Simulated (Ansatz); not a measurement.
Results of LDA in Ansatz (PAW) for 2H WSe₂.

Settings: plane-wave cutoff 500 eV, 18×18×4 k mesh (along the axes of the cell as run), gaussian smearing 0.02 eV, no spin polarisation, scalar-relativistic PAW data made under PBE.

Computed at the level's own relaxed cell.

**Question.** Predict the equilibrium volume per atom, equilibrium lattice constant a, c axis length and band gap.

**Answer.** 
* **equilibrium volume per atom**: 19.54 Å³/atom
* **equilibrium lattice constant a**: 3.250 Å
* **c axis length**: 12.819 Å
* **band gap**: 0.89 eV (on the SCF k mesh)

Measured, for comparison: band gap 1.2 eV (room temperature, not corrected to a static lattice, bulk 2H; as tabulated in Bastos et al. (2019), arXiv:1903.08112); lattice constant a 3.282 Å, lattice parameter c 12.96 Å (300 K, not corrected to a static lattice; as tabulated in arXiv:1605.07067). Computed (rounded) less measured: lattice constant a -1.0 %, lattice parameter c -1.1 %. A static lattice is as a rule a little smaller and stiffer than an uncorrected measurement, which narrows the difference in the lattice constant a, lattice parameter c and would widen misses of the other sign.

Spin–orbit coupling is not included.

Static lattice: no zero-point or thermal effects.

The result took about 3 core-minutes (a rough figure).

Ansatz is an electronic-structure program.
